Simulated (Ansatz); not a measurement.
**C2N (sextet): from Hartree-Fock to the top rungs, def2-QZVPP**

The task here is to estimate one member of a computed series from the others.

Program: Ansatz 0.2.0, Gaussian basis. Level of theory: def2-QZVPP, core rule «outside noble gas», up to 3 orbitals frozen. These are calculated values, not measurements.

The runs, in order: UHF; ROHF; CCSD(T) on UHF.

## The system

The geometry is a PBE0/def2-TZVP stationary point (not a proven minimum) of the parent state, kept for this charge and spin.

3 atoms, charge 0, spin multiplicity 6.

Atoms are counted from 1 here; the program's logs count them from 0.

Bond lengths: C1–C2 1.310 Å, C2–N3 1.190 Å. Angles: C1–C2–N3 180.0°.

The first run:

The input, in.yaml:

```yaml
crystal:
  periodic: [false, false, false]
  atoms:
    - {symbol: C, position_ang: [0.000000, 0.000000, 1.269867]}
    - {symbol: C, position_ang: [0.000000, 0.000000, -0.039833]}
    - {symbol: N, position_ang: [0.000000, 0.000000, -1.230033]}
basis:
  gaussian: {orbitals: "def2-QZVPP.json"}
magnetization: {spin_polarized: true, initial_magnetization: 5}
hamiltonian: {xc: hf}
output: {orbitals: {seedname: orbitals}}
```

Launch:

```
> ansatz run in.yaml --threads 1 --pin off --events-out ev --progress --plain --max-ram 2393MiB
```

Steps of the session up to this table: UHF; ROHF; CCSD(T) on UHF.

One table of the session follows, with a row left open; its other results are not shown here.

```
  method  from UCCSD(T) (kJ/mol)
    ROHF                 +1078.1
     UHF                 +1026.6
    UMP2                       ?
   UCCSD                   +46.3
UCCSD(T)                       0
```

**Question.** Estimate the row for UMP2.

**Answer.** from UCCSD(T) (kJ/mol): +139.5. In the column «from UCCSD(T) (kJ/mol)» it lies between UCCSD (+46.3) and UHF (+1026.6).
